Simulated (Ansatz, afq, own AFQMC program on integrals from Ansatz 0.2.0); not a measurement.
## CH2Al, quartet in cc-pVDZ along one coordinate

```xyz
4

Al    0.0000   -0.0744    0.6134
C     0.0000    0.0101   -1.3080
H     0.0000    1.3217    1.4205
H     0.0000    0.5490   -2.2537
```

The Al1–C2 distance is changed with both sides rigid. Energies in kJ/mol count from this geometry (1.923 Å) at the same level; the start stands on UHF, each point on the determinant named.

Basis cc-pVDZ. Noble-gas cores (and the filled d shells of Ga–Kr and In–Xe) are frozen. AFQMC by an in-house program on the Cholesky factors that Ansatz 0.2.0 writes for its CCSD(T) run. ph-AFQMC/CISD is guided by a CISD state made of CCSD amplitudes; releasing the constraint for a short imaginary time cuts its bias at the price of noise, slowly where states lie close. Uncertainties: one standard error, sampling alone.

Cautions, each for one point or more: an unrestricted solution with more broken spin lies lower, while this determinant keeps restricted orbitals; higher spins were not checked; lower spins were not checked; raised T1 diagnostic; the ph-AFQMC/CISD walk drifts between its halves; unrestricted determinant spin contaminated.

| r(Al1–C2) / Å | det. | T1 | weight | ⟨S²⟩ | B2PLYP | CCSD | CCSD(T) |
| --- | --- | --- | --- | --- | --- | --- | --- |
| 1.706 | UHF | 0.016 | 0.91 | 3.77 | 59.9 | 64.4 | 64.9 |
| 2.117 | UHF | 0.021 | 0.91 | 3.78 | 17.0 | 15.2 | 14.5 |
| 2.711 | UHF | 0.047 | 0.86 | 3.92 | 171.7 | 167.0 | 164.6 |
| 5.145 | UHF | 0.016 | 0.88 | 3.75 | 324.1 | 278.3 | 282.4 |

(1) Estimate the curve of CCSDT(Q), counted from the same start.

Answers

(1) 
```
r(Al1–C2) / Å  det.     T1  weight  ⟨S²⟩  CCSDT(Q)  ph-AFQMC/CISD  released AFQMC
        1.706   UHF  0.016    0.91  3.77      65.2     65.8 ± 1.0      63.3 ± 1.2
        2.117   UHF  0.021    0.91  3.78      14.0     13.3 ± 1.1      14.6 ± 1.1
        2.711   UHF  0.047    0.86  3.92     161.6    165.5 ± 1.1    162.2 ± 1.6*
        5.145   UHF  0.016    0.88  3.75     283.6    284.4 ± 0.9     282.4 ± 1.1
```

Weight is that of the determinant in the CISD state; at the start T1 is 0.018 and the weight 0.91, and ⟨S²⟩ is 3.77. An asterisk marks released energies that aren't shown to be converged. Largest departures from CCSDT(Q), at the points where its series has closed: CCSD(T) -1.2 kJ/mol at 5.145 (on UHF), ph-AFQMC/CISD 0.8 kJ/mol at 5.145 (on UHF) (within the noise), released AFQMC -1.9 kJ/mol at 1.706 (on UHF) (within the noise), B2PLYP 40.6 kJ/mol at 5.145, CCSD -5.2 kJ/mol at 5.145 (on UHF). Functionals count only at points shown to share the start's state and spin. In this small basis the wave-function levels are far from their limit, so their gap to the functionals isn't the functionals' error.

A walk keeps the symmetry of its determinant, which the program's search chose and which needn't be the lowest solution, so a lower state of the same spin and another symmetry isn't excluded.
